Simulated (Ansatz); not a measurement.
Two structures, one formula

Two relaxed structures of C2H6N (charge +1), singlet (PBE0-D4/def2-TZVP; forces vanish, vibrations not checked).

A:

```xyz
9
angstrom
C -0.6245 0.7672 -0.4813
C -0.0010 -0.5054 -0.1406
N 0.8700 -0.6551 0.7847
H -0.4385 0.9729 -1.5426
H -0.2820 1.6007 0.1304
H -1.7125 0.6550 -0.3964
H -0.2754 -1.4026 -0.6931
H 1.2794 -1.5602 0.9891
H 1.1845 0.1276 1.3498
```

B:

```
atom    x (Å)    y (Å)    z (Å)
  C1  -0.6383   0.7583  -0.4991
  C2   0.8723  -0.6473   0.7898
  N3   0.0093  -0.4923  -0.1261
  H4  -0.4171   0.9655  -1.5471
  H5  -0.2682   1.5620   0.1335
  H6  -1.7160   0.6421  -0.3761
  H7  -0.2685  -1.3128  -0.6622
  H8   1.2867  -1.6326   0.9772
  H9   1.1896   0.2076   1.3792
```

Computed with Ansatz 0.2.0 (basis: def2-TZVPP); correlated methods freeze the cores. B3LYP uses VWN-RPA correlation.

(1) Which structure is lower at CCSD(T), and by how much? (To be estimated.)

T1 diagnostic: at most 0.014.

Results:

(1) The calculation gives: A, by 10.36 kcal/mol (electronic energy, against the other). By their contacts, A is C₂H₆N ([CH3][CH][NH2]), total charge +1 and B is C₂H₆N ([CH2][NH][CH3]), total charge +1.

All methods give the same order:

| method | E(B) − E(A) (kcal/mol) |
| --- | --- |
| PBE-D4 | 12.75 |
| r2SCAN-D4 | 13.36 |
| PBE0-D4 | 12.97 |
| B3LYP-D4 | 11.88 |
| wB97M-V | 12.50 |
| HF | 11.52 |
| MP2 | 10.95 |
| CCSD | 10.51 |
| CCSD(T) | 10.36 |

Labels in which every atom is bracketed show which atoms are joined, not bond orders.

For scale, one of the runs: CCSD(T)/def2-TZVPP, 177 basis functions, launched by `ansatz run in.yaml --threads 2 --pin off --events-out ev --progress --plain --max-ram 4352MiB`. Time: 27 s of wall clock on 2 CPU threads of an Arm Neoverse V1; the host was shared. Peak host memory: 1.7 GiB.
